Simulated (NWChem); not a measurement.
System: NO anion, triplet

The following NWChem deck was run.

```
start job
memory heap 200 mb stack 900 mb global 1100 mb
charge -1
geometry units angstroms noautosym nocenter noautoz
  N      0.000000     0.000000    -0.679222
  O      0.000000     0.000000     0.592909
end
basis spherical
  * library 6-31+g*
end
dft
  odft
  mult 3
  xc pbe0
  iterations 150
end
cosmo
  dielec 25.0
end
task dft energy
```

Output (shortened):

```
             Northwest Computational Chemistry Package (NWChem) 7.3.0
             --------------------------------------------------------

                             Geometry "geometry" -> ""
                             -------------------------

 Output coordinates in angstroms (scale by  1.889725989 to convert to a.u.)

  No.       Tag          Charge          X              Y              Z
 ---- ---------------- ---------- -------------- -------------- --------------
    1 N                    7.0000     0.00000000     0.00000000    -0.67922200
    2 O                    8.0000     0.00000000     0.00000000     0.59290900

 Effective nuclear repulsion energy (a.u.)      23.2947125288

                                 NWChem DFT Module
                                 -----------------

 Summary of "ao basis" -> "ao basis" (spherical)
 ------------------------------------------------------------------------------
       Tag                 Description            Shells   Functions and Types
 ---------------- ------------------------------  ------  ---------------------
 N                          6-31+g*                  8       18   4s3p1d
 O                          6-31+g*                  8       18   4s3p1d

 in cosmo_initialize ...

 solvent parameters
 solvname_short: unkn
 solvname_long:  unknown
 dielec:       25.0000

          ---------------
          -cosmo- solvent
          ---------------
 Cosmo: York-Karplus, doi: 10.1021/jp992097l
 dielectric constant -eps-     =  25.00
 screen = (eps-1)/(eps    )    =   0.96000
 surface charge correction     = lagrangian

   van der Waals surface
 --------------------------

 ---------- ATOMIC COORDINATES (A.U.) ------------ VDWR(ANG.) --
     1    0.00000000    0.00000000   -1.28354347     1.830
     2    0.00000000    0.00000000    1.12043555     1.720
 number of segments per atom =         32
 number of   points per atom =         32
 atom (   nspa,  nppa )
 ----------------------
    1 (     24,     0 )       0
    2 (     24,     0 )       0
 number of -cosmo- surface points =       48
 molecular surface =     55.249 angstrom**2
 molecular volume  =     35.124 angstrom**3
 G(cav/disp)       =      1.136 kcal/mol
 -lineq- algorithm             =   0
 -bem- low  level              =   2
 -bem- from -octahedral-
 gaussian surface charge width =   4.50000
 degree of switching           =   1.00000
 switching function tolerance  =   0.00010
 atomic radii =
 --------------
    1  7.000  1.830
    2  8.000  1.720
 ...... end of -cosmo- initialization ......

            General Information
            -------------------
          SCF calculation type: DFT
          Wavefunction type:  spin polarized.
          No. of atoms     :     2
          No. of electrons :    16
           Alpha electrons :     9
            Beta electrons :     7
          Charge           :    -1
          Spin multiplicity:     3
          Use of symmetry is: off; symmetry adaption is: off
          Maximum number of iterations: 150
          AO basis - number of functions:    36
                     number of shells:    16
          Convergence on energy requested:  1.00D-06
          Convergence on density requested:  1.00D-05
          Convergence on gradient requested:  5.00D-04

              XC Information
              --------------
                         PBE0 Method XC Functional
                     Hartree-Fock (Exact) Exchange  0.250
          PerdewBurkeErnzerhof Exchange Functional  0.750
            Perdew 1991 LDA Correlation Functional  1.000 local
           PerdewBurkeErnz. Correlation Functional  1.000 non-local

             Grid Information
             ----------------
          Grid used for XC integration:  medium
          Radial quadrature: Mura-Knowles
          Angular quadrature: Lebedev.
          Tag              B.-S. Rad. Rad. Pts. Rad. Cut. Ang. Pts.
          ---              ---------- --------- --------- ---------
          N                   0.65       49           8.0       434
          O                   0.60       49           8.0       434
          Grid pruning is: on
          Number of quadrature shells:    98
          Spatial weights used:  Erf1

      Superposition of Atomic Density Guess
      -------------------------------------

 Sum of atomic energies:        -129.05238374

 Renormalizing density from      15.00 to     16

[...]

                                   COSMO solvation results
                                   -----------------------

                 gas phase energy =      -129.764605999110
                 sol phase energy =      -129.878545197238
 (electrostatic) solvation energy =         0.113939198128 (   71.50 kcal/mol)

                    DFT Final Alpha Molecular Orbital Analysis
                    ------------------------------------------

 Vector    7  Occ=1.000000D+00  E=-3.842982D-01
              MO Center= -2.7D-11,  3.9D-11, -2.3D-01, r^2= 1.4D+00
   Bfn.  Coefficient  Atom+Function         Bfn.  Coefficient  Atom+Function
  ----- ------------  ---------------      ----- ------------  ---------------
    23     -0.445288  2 O  pz                 5      0.435490  1 N  pz
     6     -0.308883  1 N  s                 27     -0.249123  2 O  pz
     9      0.195078  1 N  pz                 2     -0.148819  1 N  s
    10     -0.107359  1 N  s                 24     -0.106826  2 O  s
     1      0.072091  1 N  s                 28     -0.062377  2 O  s

 Vector    8  Occ=1.000000D+00  E=-1.599652D-01
              MO Center= -6.7D-12, -8.0D-12, -2.3D-01, r^2= 1.4D+00
   Bfn.  Coefficient  Atom+Function         Bfn.  Coefficient  Atom+Function
  ----- ------------  ---------------      ----- ------------  ---------------
     4      0.392687  1 N  py                 3      0.357129  1 N  px
    22     -0.335777  2 O  py                 8      0.314444  1 N  py
    21     -0.305371  2 O  px                 7      0.285971  1 N  px
    26     -0.251109  2 O  py                25     -0.228370  2 O  px
    12      0.176674  1 N  py                30     -0.163065  2 O  py

 Vector    9  Occ=1.000000D+00  E=-1.599652D-01
              MO Center= -6.7D-11,  6.0D-11, -2.3D-01, r^2= 1.4D+00
   Bfn.  Coefficient  Atom+Function         Bfn.  Coefficient  Atom+Function
  ----- ------------  ---------------      ----- ------------  ---------------
     3      0.392687  1 N  px                 4     -0.357129  1 N  py
    21     -0.335777  2 O  px                 7      0.314444  1 N  px
    22      0.305371  2 O  py                 8     -0.285971  1 N  py
    25     -0.251109  2 O  px                26      0.228370  2 O  py
    11      0.176674  1 N  px                29     -0.163065  2 O  px

 Vector   10  Occ=0.000000D+00  E= 6.060459D-02
              MO Center= -1.2D-09,  1.2D-09,  4.0D-01, r^2= 6.7D+00
   Bfn.  Coefficient  Atom+Function         Bfn.  Coefficient  Atom+Function
  ----- ------------  ---------------      ----- ------------  ---------------
    10      4.123629  1 N  s                 28     -3.403966  2 O  s
    13      1.509296  1 N  pz                31      1.276977  2 O  pz
     9      0.236006  1 N  pz                 6     -0.191994  1 N  s
    20     -0.135280  2 O  s                  5      0.102995  1 N  pz
    24     -0.099731  2 O  s                  2     -0.085971  1 N  s

 Vector   11  Occ=0.000000D+00  E= 8.973116D-02
              MO Center= -1.5D-10,  2.4D-10, -1.7D+00, r^2= 5.3D+00
   Bfn.  Coefficient  Atom+Function         Bfn.  Coefficient  Atom+Function
  ----- ------------  ---------------      ----- ------------  ---------------
    13      1.449660  1 N  pz                28     -1.198014  2 O  s
     6      0.648492  1 N  s                 31      0.379547  2 O  pz
    10      0.333046  1 N  s                  9     -0.171131  1 N  pz
     2      0.117044  1 N  s                 20     -0.099398  2 O  s
    24     -0.092185  2 O  s                 23      0.084452  2 O  pz

 Vector   12  Occ=0.000000D+00  E= 1.144644D-01
              MO Center=  1.2D-09, -1.1D-09, -8.2D-01, r^2= 6.4D+00
   Bfn.  Coefficient  Atom+Function         Bfn.  Coefficient  Atom+Function
  ----- ------------  ---------------      ----- ------------  ---------------
    11      0.951757  1 N  px                12     -0.852337  1 N  py
     7     -0.318691  1 N  px                 8      0.285401  1 N  py
     3     -0.172623  1 N  px                 4      0.154591  1 N  py
    29     -0.079892  2 O  px                30      0.071546  2 O  py
    21     -0.040258  2 O  px                22      0.036053  2 O  py

                     DFT Final Beta Molecular Orbital Analysis
                     -----------------------------------------

 Vector    5  Occ=1.000000D+00  E=-3.436413D-01
              MO Center= -8.1D-13,  2.0D-11, -4.1D-01, r^2= 1.4D+00
   Bfn.  Coefficient  Atom+Function         Bfn.  Coefficient  Atom+Function
  ----- ------------  ---------------      ----- ------------  ---------------
     5      0.427553  1 N  pz                23     -0.407561  2 O  pz
     6     -0.342022  1 N  s                 27     -0.224857  2 O  pz
     9      0.208555  1 N  pz                 2     -0.183779  1 N  s
    10     -0.114895  1 N  s                 28     -0.092579  2 O  s
     1      0.090197  1 N  s                 24     -0.077564  2 O  s

 Vector    6  Occ=1.000000D+00  E=-3.224873D-01
              MO Center=  9.4D-12,  1.0D-11,  2.2D-01, r^2= 1.0D+00
   Bfn.  Coefficient  Atom+Function         Bfn.  Coefficient  Atom+Function
  ----- ------------  ---------------      ----- ------------  ---------------
    22      0.376371  2 O  py                21      0.340820  2 O  px
    26      0.251038  2 O  py                25      0.227325  2 O  px
     4      0.221551  1 N  py                 3      0.200623  1 N  px
     8      0.131604  1 N  py                 7      0.119173  1 N  px
    30      0.064196  2 O  py                29      0.058132  2 O  px

[...]
```

Level: PBE0/6-31+G* (spherical d), spin-unrestricted, COSMO on the gas-phase geometry. Structure relaxed at the B3LYP/def2-SVPD, spin-unrestricted level. No stability test was run on the SCF state. The gas-phase anion has a positive highest level at the geometry level, so the gas reference is doubtful. COSMO prints the solvation energy as gas minus solution, so a positive value is a stabilisation.
